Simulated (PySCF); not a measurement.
# A diatomic session: BP

What are the lowest state that PBE0 finds, the bond length, vibrational wavenumber and bond energy of BP, and how much do these hang on the method?

Method: B STO-3G, P STO-3G, no relativity; program: PySCF 2.14.0.

**1. The job**

Settings of the job:

| Property | Result |
| --- | --- |
| atoms | B, P |
| charge | 0 |
| basis | B STO-3G, P STO-3G |
| Hamiltonian | no relativity |
| basis functions | 14 |
| electrons treated | 20 |
| masses in u | 11.0093, 30.9738 |
| levels | PBE0, PBE, r²SCAN, B2PLYP, TPSSh, r²SCAN0, HSE06, HF, MP2, SCS-MP2, CCSD, CCSD(T) |
| grid | 80 radial by 434 angular points |
| occupations | held fixed by the projection of orbital angular momentum |
| dissociation limit | B + P, each in its ground configuration |
| starting distance in angstrom | 1.880 |
| values of 2S to try | 0, 2, 4 |

Command:

```console
$ OMP_NUM_THREADS=1 python dia.py task.json out
```

After this run come: PBE0 along the bond; Other states along the same grid; PBE; r²SCAN (meta-GGA); B2PLYP (double hybrid); TPSSh (hybrid meta-GGA); r²SCAN0 (hybrid meta-GGA); HSE06 (range-separated hybrid); ROHF (mean field); Adding correlation.

Q: Predict the outcome of this session. Wanted: for each run, Re; ωe; De; μ.

**Answer**, as computed:

Lowest PBE0 solution found, without spin–orbit coupling: ³Π (triplet), unpaired electrons σ ↑, π ↑. State 2 has its PBE0 minimum 0.28 eV higher, as a spin-mixed determinant (⟨S²⟩ = 1.04), so this is no gap between pure states. State 3 has its PBE0 minimum 0.63 eV higher. State 4 has its PBE0 minimum 1.51 eV higher. The other levels ran on the lowest alone.

```tsv
level	Re (Å)	ωe (cm⁻¹)	De (eV)	μ (D)
ROHF	1.641	1316	n/a	-0.67
ROHF-MP2	1.688	1195	3.87	n/a
ROHF-SCS-MP2	1.686	1189	3.73	n/a
ROHF-CCSD	1.689	1175	n/a	n/a
ROHF-CCSD(T)	1.699	1127	n/a	n/a
PBE	1.700	1142	5.67	0.09
r²SCAN	1.687	1182	5.26	-0.09
TPSSh	1.689	1168	5.05	-0.05
PBE0	1.679	1198	5.06	-0.12
r²SCAN0	1.672	1218	4.75	-0.21
HSE06	1.680	1195	5.04	-0.12
B2PLYP	1.687	1183	4.52	-0.30
```

De is counted to B + P in their ground configurations. A positive dipole means B(−)P(+).

In words: The methods spread over 0.059 Å in bond length, from ROHF to PBE. Among the levels with a De in the table, it runs from 3.73 eV (ROHF-SCS-MP2) to 5.67 eV (PBE).

Correlated steps freeze 6 core orbitals. B2PLYP dipoles, levels and charges come from its SCF part alone. The basis is very small, so these numbers show the basis as much as the molecule. T1 is 0.035 near the minimum (highest on the curve 0.072), which may point to more than one leading configuration.
